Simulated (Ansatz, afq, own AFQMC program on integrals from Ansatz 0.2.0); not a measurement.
Integrals from Ansatz 0.2.0, then the random walk in our own AFQMC program (afq).

```yaml
crystal:
  periodic: [false, false, false]
  atoms:
    - {symbol: B, position_ang: [0.000000, 0.000000, 0.095674]}
    - {symbol: C, position_ang: [0.000000, 0.000000, -1.368483]}
    - {symbol: H, position_ang: [0.000000, 0.000000, 1.272810]}
basis:
  gaussian: {orbitals: 6-31G}
magnetization: {spin_polarized: false}
correlation: {method: ccsd_t, electrons: outside_noble_gas, hamiltonian_folder: ham}
```

```sh
$ ansatz run in.yaml --threads 1 --pin off --events-out ev --progress --plain --max-ram 1382MiB
```

afq runs on the folder ham with

```
--method phaseless --trial hf --walkers 400 --populations 1 --least-time 40 --time-step 0.005 --steps-per-block 20 --equilibration-blocks 112 --max-blocks 600 --target-error 0.00102 --factor-cut 1e-05 --seed 8392 --taylor-order 6
```

Times are imaginary, in 1/Eh. The walk had a cap of 311 s.

Output of the walk:

```
orbitals 18  electrons 4 4  factors 112 of 285
reference energy -62.86728990 Eh
CCSD correlation -0.13792524 Eh in 16 cycles, weight of the determinant in the CISD state 0.8811
energy of the start -62.867290 Eh
 block  time / (1/Eh)  mean weight  energy / Eh
     1     0.100  1.0008  -62.886875
     2     0.200  0.9998  -62.905539
     3     0.300  1.0001  -62.917158
     4     0.400  1.0004  -62.927715
     5     0.500  1.0007  -62.939193
     7     0.700  1.0012  -62.953283
     9     0.900  1.0009  -62.969069
    18     1.800  0.9997  -62.992220
    52     5.200  0.9999  -63.002374
    86     8.600  0.9998  -63.020065
   120    12.000  0.9999  -63.022301
   154    15.400  0.9998  -62.996728
   188    18.800  0.9995  -62.995300
   205    20.500  1.0013  -63.046524
   222    22.200  1.0004  -63.034772
   256    25.600  0.9999  -63.022921
   290    29.000  1.0006  -63.003161
   324    32.400  0.9999  -63.018129
   358    35.800  1.0005  -63.003776
   392    39.200  1.0002  -63.038570
   426    42.600  0.9997  -63.009666
   460    46.000  1.0004  -63.006479
   494    49.400  0.9997  -63.003287
   511    51.100  0.9999  -62.992005
   528    52.800  1.0004  -63.013412
   562    56.200  1.0001  -63.017364
   596    59.600  0.9999  -62.999468
   630    63.000  1.0000  -63.027492
   664    66.400  1.0003  -63.012278
   681    68.100  1.0001  -63.023131
blocks merged  error / Eh  count
     1  0.000558  576
     2  0.000737  288
     4  0.000960  144
     8  0.001177  72
    16  0.001426  36
    32  0.001499  18
    64  0.001334  9
energy -63.016798 +/- 0.001499 Eh
(rows thinned)
```

The run passed its tests (sampling time, drift between the halves within three errors, error under three times the target), which doesn't prove that it has relaxed, ending at its cap on processor time. The second half of the sampling lies above the first by 1.9 errors of their difference, so the energy may still be moving and its error bar be too small.

Against this walk (error 40.8 meV) on the same determinant: CCSD(T) 198.6 meV higher, CCSDT(Q) 124.5 meV higher, CCSDTQ 101.3 meV higher, full CI 98.2 meV higher. The error is statistical and leaves out the bias of the constraint. The determinant is a poor start (see the cautions), so the low cluster orders aren't to be relied on, and full CI is the sure value.

Cautions: constraint bias not in the error; error above the target (40.8 against 27.8 meV); higher spins were not checked; restricted determinant unstable towards unrestricted (UHF 925 meV lower, ⟨S²⟩ 1.00); the CCSDTQ amplitudes may be one of several solutions (largest double 0.95); the determinant fills πx and πy unequally, so it mixes two states of the linear molecule, and each level undoes that mixture to a different degree, while full CI gives the lower state, and by Hund's rule a triplet of that filling probably lies lower still; CCSDTQ on the UHF determinant differs (800 meV lower), perhaps since the unrestricted series falls towards higher spin.

The walk took 5.2 min on 1 thread of Intel(R) Xeon(R) Processor @ 2.50GHz (Skylake/Cascade Lake), with other jobs on the host. The log's last line is the phaseless energy.

CCSDT and higher add their correlation energy to the determinant of the CCSD(T) run, since their own runs factorise the integrals more tightly (a shift of under 2 meV).
